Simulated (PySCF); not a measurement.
Compound: C3H4ClNO.
Geometry (PBE0-D3(BJ)/def2-SVP, Å), atoms numbered from 1 in this order:
```xyz
10
C3H4ClNO angstrom
C      1.674   -1.300    0.542
C      0.400   -1.215    0.922
Cl    -0.208   -2.134    2.273
C     -0.559   -0.311    0.181
N     -1.831   -0.303    0.634
O     -0.167    0.350   -0.758
H      2.388   -1.944    1.056
H      1.986   -0.697   -0.313
H     -2.497    0.290    0.158
H     -2.119   -0.869    1.419
```

The calculation used PySCF, TDDFT B3LYP/def2-SVPD, vertical, gas phase, core orbitals frozen in the response.

Transition dipole moments from the ground state, in atomic units and in the frame of the coordinates above (overall signs are arbitrary), for the states with f of 0.002 or more among the lowest 10:

```tsv
state	E (hartree)	μx	μy	μz
S2	0.2014	0.406	-0.155	0.030
S3	0.2174	-1.133	0.080	0.326
S6	0.2515	0.139	0.239	-0.343
S8	0.2591	-0.288	0.163	-0.102
S9	0.2674	0.030	0.100	0.077
S10	0.2727	0.027	0.102	0.082
```

Q: What oscillator strength does each state have?

A: f = (2/3) ΔE |μ|² with ΔE in hartree (27.2114 eV).

| state | \|μ\|² (au) | \|μ\| (D) | f |
| --- | --- | --- | --- |
| S2 | 0.190 | 1.11 | 0.025 |
| S3 | 1.396 | 3.00 | 0.202 |
| S6 | 0.194 | 1.12 | 0.033 |
| S8 | 0.120 | 0.88 | 0.021 |
| S9 | 0.017 | 0.33 | 0.003 |
| S10 | 0.018 | 0.34 | 0.003 |

Q: The point group is Cs. Which irreducible representation does each state belong to?

A: The ground state is totally symmetric, so the direction of μ fixes the label. Polarised normal to the mirror plane, so A″: S9 and S10. Polarised in the mirror plane, so A′: S2, S3, S6 and S8.

Q: What angle do the transition dipoles of S3 and S8 make?

A: |cos θ| = |μa·μb| / (|μa| |μb|) = 0.75, so θ ≈ 42° (taken between 0 and 90°, since the signs are arbitrary).

Q: How is the summed strength of these states shared among x, y and z?

A: (2/3) Σ ΔE μα² gives 0.226 for x, 0.022 for y and 0.039 for z, 0.287 in all.

Q: What peak molar absorption coefficient would the strongest computed level give as a lone Gaussian band 0.3 eV wide at half height?

A: ε(max) = 2.175×10⁸ f / FWHM, with the width in cm⁻¹. S3: 2.175×10⁸ × 0.2023 / 2420 ≈ 18000 L mol⁻¹ cm⁻¹.

The vertical ionisation energy (ΔSCF) is 9.81 eV, 2.39 eV above S10.

One conformer stands for the species.
